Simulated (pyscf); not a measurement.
## Four-centre exchange: Cl–GeH: (SMILES [Cl][GeH]) [singlet] + H₂O (SMILES O) → HO–GeH: (SMILES [OH][GeH]) [singlet] + HCl (SMILES Cl)

Gas phase, singlet surface, charge 0. Bonds broken: Ge1–Cl2, O4–H5. Bonds formed: Ge1–O4, Cl2–H5. Single points on ωB97X-D3(BJ)/def2-SVP structures (PySCF, gas phase). Correlated levels are frozen-core, on RHF or UHF. ΔMP2 is the change of the MP2 total energy from the triple- to the quadruple-zeta basis.

Transition state (Å):

```xyz
6

Ge    -0.2774     1.2879     0.3947
Cl     1.0515     0.2860    -1.7735
H      0.9564     0.9555     1.3646
O     -0.7305    -0.5453     0.1682
H      0.1488    -0.4712    -1.0334
H     -0.2768    -1.1319     0.7884
```

One imaginary mode, 339i cm⁻¹; descent along it reached the two sides named, in the forms told below.

```
bond     change  reactant side (Å)  saddle  product side
-------  ------  -----------------  ------  ------------
Ge1–Cl2  breaks              2.261     2.7           3.0
O4–H5    breaks              0.975   1.491         1.933
Ge1–O4    forms              2.260   1.902         1.830
Cl2–H5    forms              2.445   1.391         1.304
```

Electronic energies relative to the separated reactants (kcal/mol):

```json
[
 {"level": "ωB97X-D3(BJ)/def2-TZVP", "barrier": "6.2", "reaction energy": "+10.0", "reverse barrier": "-3.8"},
 {"level": "PBE/def2-TZVP", "barrier": "2.8", "reaction energy": "+8.6", "reverse barrier": "-5.8"},
 {"level": "r²SCAN/def2-TZVP", "barrier": "2.9", "reaction energy": "+8.2", "reverse barrier": "-5.3"},
 {"level": "B3LYP-D3(BJ)/def2-TZVP", "barrier": "5.3", "reaction energy": "+8.9", "reverse barrier": "-3.7"},
 {"level": "PBE0-D3(BJ)/def2-TZVP", "barrier": "4.6", "reaction energy": "+9.8", "reverse barrier": "-5.1"},
 {"level": "M06-2X/def2-TZVP", "barrier": "5.9", "reaction energy": "+8.7", "reverse barrier": "-2.8"},
 {"level": "ωB97M-D3(BJ)/def2-TZVP", "barrier": "6.2", "reaction energy": "+8.2", "reverse barrier": "-2.0"},
 {"level": "HF/def2-TZVP", "barrier": "19.3", "reaction energy": "+9.8", "reverse barrier": "9.5"},
 {"level": "MP2/def2-QZVPP", "barrier": "6.2", "reaction energy": "+9.0", "reverse barrier": "-2.8"},
 {"level": "CCSD/def2-TZVPP", "barrier": "9.7", "reaction energy": "+8.1", "reverse barrier": "1.6"},
 {"level": "CCSD(T)/def2-TZVPP", "barrier": "7.6", "reaction energy": "+7.8", "reverse barrier": "-0.3"},
 {"level": "CCSD(T)/def2-TZVPP + ΔMP2(QZVPP)", "barrier": "8.0", "reaction energy": "+8.7", "reverse barrier": "-0.7"}
]
```

With CCSD(T)/def2-TZVPP + ΔMP2(QZVPP) energies and thermal terms (ideal gas, 1 atm, RRHO with modes under 100 cm⁻¹ raised to 100, one conformer, R ln 2 for rigid chiral ones), in kcal/mol:

```tsv
T (K)	ΔH‡	ΔG‡	ΔH	ΔG
298	6.3	16.7	+7.3	+8.1
600	6.3	27.3	+7.6	+8.8
900	7.0	37.7	+8.0	+9.4
1200	7.9	47.8	+8.4	+9.7
```

On the reactant side the descent ends in a bound adduct, 16.5 kcal/mol under the separated species and 22.6 kcal/mol under the saddle at ωB97X-D3(BJ)/def2-TZVP. On the product side the descent ends in a complex, 5.8 kcal/mol under the separated species and 1.9 kcal/mol under the saddle at ωB97X-D3(BJ)/def2-TZVP. At ωB97X-D3(BJ), PBE, r²SCAN, B3LYP-D3(BJ), PBE0-D3(BJ), M06-2X, ωB97M-D3(BJ), MP2, CCSD(T), CCSD(T) the saddle lies under the separated products, which points to a path from their complex (located at ωB97X-D3(BJ) alone), and parting the products costs more than the saddle. This is the saddle that the search found; another between the same sides may lie lower. The CCSD(T) − MP2 part came from Ansatz, without density fitting, on the same reference. The frozen core leaves the outer d or s,p core shells of the metals and heavy elements correlated in the MP2 and CC values, and def2-TZVPP describes them poorly, which can shift differences by a few kcal/mol. Elements up to Kr have no core potential and no relativistic terms here.
